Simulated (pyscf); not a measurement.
Thermochemistry of product channels of H₃C–ZnH + silanol (HO–SiH₃) on the singlet surface, in eV, from ωB97M-D3(BJ)/def2-TZVP energies (ideal gas, 1 atm, RRHO with modes under 100 cm⁻¹ raised to 100, one conformer, R ln 2 for chiral ones without a mode under 150 cm⁻¹). PySCF, gas phase, ωB97X-D3(BJ)/def2-SVP geometries.

| products | ΔE | ΔH(298 K) | ΔG(298 K) | ΔG(1200 K) |
|---|---|---|---|---|
| H₃C–Zn–O–SiH₃ + hydrogen (H₂) | ___ | -0.61 | -0.53 | -0.42 |
| methane (CH₄) + H₃Si–O–ZnH | ___ | -0.95 | -0.91 | -0.77 |

Problem. Complete the blanks.

Solution. 
- H₃C–Zn–O–SiH₃ + hydrogen (H₂), ΔE: -0.54
- methane (CH₄) + H₃Si–O–ZnH, ΔE: -0.98

These are energies of the channels, which say nothing of barriers. Elements up to Kr have no core potential and no relativistic terms here.
